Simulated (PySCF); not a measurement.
Geometry:
| atom | x (Å) | y (Å) | z (Å) |
| --- | --- | --- | --- |
| C1 | -2.058 | -0.433 | -0.252 |
| C2 | -0.607 | -0.569 | 0.191 |
| C3 | 0.156 | 0.743 | 0.022 |
| C4 | 1.630 | 0.608 | 0.426 |
| C5 | 2.328 | -0.300 | -0.449 |
| N6 | 2.871 | -1.015 | -1.156 |
| H7 | -2.584 | -1.375 | -0.125 |
| H8 | -2.111 | -0.150 | -1.301 |
| H9 | -2.568 | 0.328 | 0.335 |
| H10 | -0.575 | -0.874 | 1.241 |
| H11 | -0.116 | -1.348 | -0.396 |
| H12 | -0.306 | 1.518 | 0.639 |
| H13 | 0.097 | 1.064 | -1.021 |
| H14 | 1.709 | 0.230 | 1.450 |
| H15 | 2.129 | 1.580 | 0.376 |

Geometry: GFN2-xTB; GIAO shifts from PySCF 2.14.0 with density-fitted response routines, gas phase, non-relativistic, averaged over equivalent atoms.

At HSE06/pcseg-1 (129 basis functions, of the order of 60 core-seconds):
```
   atoms  δ (ppm)
      C5    120.0
      C3     35.0
      C2     28.4
      C4     21.0
      C1     18.2
      N6    278.0
 H14/H15     2.25
 H10/H11     1.56
 H12/H13     1.46
H7/H8/H9     1.14
```

Shifts are taken against calculated references (same method and geometry level): $^{13}$C (σref 196.38), $^{1}$H (σref 31.87) vs TMS; $^{15}$N (σref 270.57) against NH3.

Task: What do these become at PBE0/pcSseg-1?

Result: 
| atoms | δ at PBE0/pcSseg-1 | change |
| --- | --- | --- |
| C5 | 124.4 | +4.4 |
| C3 | 33.0 | -2.0 |
| C2 | 26.7 | -1.7 |
| C4 | 18.7 | -2.3 |
| C1 | 16.6 | -1.6 |
| N6 | 299.6 | +21.6 |
| H14/H15 | 2.28 | +0.03 |
| H10/H11 | 1.57 | +0.01 |
| H12/H13 | 1.46 | +0.00 |
| H7/H8/H9 | 1.11 | -0.03 |

References, each an isolated molecule treated in the same way: TMS for $^{13}$C (186.93 ppm), $^{1}$H (31.72 ppm); $^{15}$N (267.73 ppm) vs NH3.

The largest change is at N6 (nitrile nitrogen). Cost: 147 basis functions, about 60 core-seconds. The order of the carbon signals is the same at both levels.

Experimental scales use liquid or dissolved standards, which lie at an offset from isolated NH3 (liquid NH3: subtract about 20 ppm). Unscaled 15N shifts of sp2 nitrogen come out 20 to 40 ppm too high even then.
